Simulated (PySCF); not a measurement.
HBNH, optimised at PBE/def2-SVP:

```xyz
4

N     -0.2668    -0.1387     0.6000
B      0.2301     0.1196    -0.5175
H     -0.6665    -0.3464     1.4989
H      0.7032     0.3655    -1.5814
```

Computed with PySCF (xtb for GFN2) and rigid-rotor harmonic-oscillator thermochemistry at 1 bar. 6-31G* has spherical d functions here. All species are closed-shell singlets. B3LYP is the form with VWN-RPA correlation. HBNH: computed as isolated molecules; such fragments, hydroxides, amides, oligomers or adducts are transient or little studied in the gas.

List the harmonic frequencies (cm⁻¹, unscaled) at this level and at the other levels, each on its own geometry.


- PBE/def2-SVP: 520, 520, 706, 706, 1806, 2806, 3794
- B3LYP/6-31G*: 483, 483, 750, 750, 1864, 2924, 3890
- GFN2-xTB: 430, 431, 671, 671, 1981, 2938, 3716
- HF/6-31G*: 589, 590, 842, 842, 1983, 3031, 4131
- PBE0/def2-TZVP: 473, 473, 749, 749, 1860, 2888, 3896
